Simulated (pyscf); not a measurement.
Thermochemistry of product channels of `[SiH4]` + `[CH3]` [doublet] on the doublet surface, in kcal/mol, from ωB97M-D3(BJ)/def2-TZVP energies (ideal gas, 1 atm, RRHO with modes under 100 cm⁻¹ raised to 100, one conformer, R ln 2 for rigid chiral ones). PySCF, gas phase, ωB97X-D3(BJ)/def2-SVP geometries.

| products | ΔE | ΔH(298 K) | ΔG(298 K) | ΔG(1200 K) |
|---|---|---|---|---|
| `[SiH3]` [doublet] + `[H][H]` + `[CH2]` [triplet] | +105.5 | +99.7 | +89.5 | +56.5 |
| `[SiH3]` [doublet] + `[CH4]` | -15.4 | -12.3 | -12.5 | ? |
| `[CH3][SiH3]` + `[H]` [doublet] | +2.7 | +2.5 | +4.7 | +9.5 |
| `[CH2][SiH3]` [doublet] + `[H][H]` | ? | +1.0 | +0.7 | -3.1 |
| `[CH3][SiH2]` [doublet] + `[H][H]` | -7.6 | -7.1 | -7.0 | -8.2 |

Problem. What belongs in the gaps?

Solution. 
- `[SiH3]` [doublet] + `[CH4]`, ΔG(1200 K): -11.8
- `[CH2][SiH3]` [doublet] + `[H][H]`, ΔE: +2.9

These are energies of the channels, which say nothing of barriers.
